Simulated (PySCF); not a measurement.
**CH₃BrO, a complex of two parts: interaction energy**

An exercise on one series of results from a longer session: the logs are not shown, and one member is left open.

Computed with PySCF 2.14.0; each step states its level. No surroundings beyond the atoms listed, unless a continuum is named. Atoms count from 0, parts from 1.

## Starting point

6 atoms, charge 0, multiplicity 1; geometry: GFN2-xTB. Parts: 1 = atoms 0–1, `Br`, charge 0; 2 = atoms 2–5, `C=O`, charge 0.

The first run:

The job: settings as JSON, then the geometry in Å.

```
{"job": {"xc": "PBE0", "basis": "def2-TZVPD", "d3": "d3bj", "grid": 3, "kind": "geom", "shake": 0.01}, "charge": 0, "multiplicity": 1, "parts": [{"atoms": "0-1", "charge": 0, "multiplicity": 1}, {"atoms": "2-5", "charge": 0, "multiplicity": 1}]}
Br     0.558537     0.827869     0.300850
H     -0.225606    -0.075716    -0.458185
C     -1.748982    -2.305909    -0.230806
O     -1.270177    -1.499169    -1.005692
H     -1.499349    -2.268084     0.842178
H     -2.382277    -3.130350    -0.531240
```

Started as:

```
OMP_NUM_THREADS=1 python cluster_run.py task.json out
```

The driver reads the jobs from task.json and runs them one after another.

Steps of the session up to this table: Geometry optimisation at PBE0-D3(BJ)/def2-TZVPD; Coupled-cluster interaction energy: CCSD(T) and MP2, 1.82 Å; Coupled-cluster interaction energy: CCSD(T) and MP2, 1.92 Å; Coupled-cluster interaction energy: CCSD(T) and MP2, 2.01 Å; Coupled-cluster interaction energy: CCSD(T) and MP2, 1.73 Å; Coupled-cluster interaction energy: CCSD(T) and MP2, 2.28 Å; Coupled-cluster interaction energy: CCSD(T) and MP2, 1.64 Å; Coupled-cluster interaction energy: CCSD(T) and MP2, 2.74 Å; Coupled-cluster interaction energy: CCSD(T) and MP2, 3.65 Å.

One table of the session follows, with a row left open; its other results are not shown here.

It belongs to the step «Coupled-cluster interaction energy: CCSD(T) and MP2, 3.65 Å». 

```
                 method  interaction energy (kcal/mol)
         HF/aug-cc-pVDZ                          -0.97
        MP2/aug-cc-pVDZ                          -1.03
       CCSD/aug-cc-pVDZ                          -0.97
    CCSD(T)/aug-cc-pVDZ                          -0.98
         HF/aug-cc-pVQZ                          -0.93
        MP2/aug-cc-pVQZ                          -1.05
    SCS-MP2/aug-cc-pVQZ                          -0.98
      MP2, extrapolated                          -1.06
CCSD(T), limit estimate                              ?
```

Estimate the missing values for CCSD(T), limit estimate.

**Answer.** interaction energy (kcal/mol): -1.02. In the column «interaction energy (kcal/mol)» it lies between MP2/aug-cc-pVDZ (-1.03) and CCSD(T)/aug-cc-pVDZ (-0.98).
